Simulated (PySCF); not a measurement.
Zinc-blende AlAs: correlation energy from several methods in one and the same small orbital space (PySCF; 2 atoms at the zone centre, 8 electrons in 58 orbitals, empty ones MP2 natural orbitals of a TZ basis, lattice constant set to 5.94405 Å). Its volume lies 16 % above that of the crystal's usual cell. It tests the methods against each other and lies far from the crystal's limit.

CCSDT(Q) gives -2.5113 eV per atom.

Question: What share of it do MP2, CCSD, CCSD(T), CCSDT recover?

Answer: MP2 72.3 %; CCSD 95.0 %; CCSD(T) 98.6 %; CCSDT 99.6 %.

| method | E_corr (eV per atom) | share of CCSDT(Q) (%) | difference (meV) |
|---|---|---|---|
| MP2 | -1.8169 | 72.3 | 694 |
| CCSD | -2.3861 | 95.0 | 125 |
| CCSD(T) | -2.4763 | 98.6 | 35 |
| CCSDT | -2.5023 | 99.6 | 9 |
| CCSDT(Q) | -2.5113 | 100.0 | 0 |

MP2, (T) and (Q) use filled levels shifted down by the Madelung term, which in so small a cell is a large part of the gap, so these rows hang on it.

CCSDT(Q) is the highest level reached here, not an exact value.
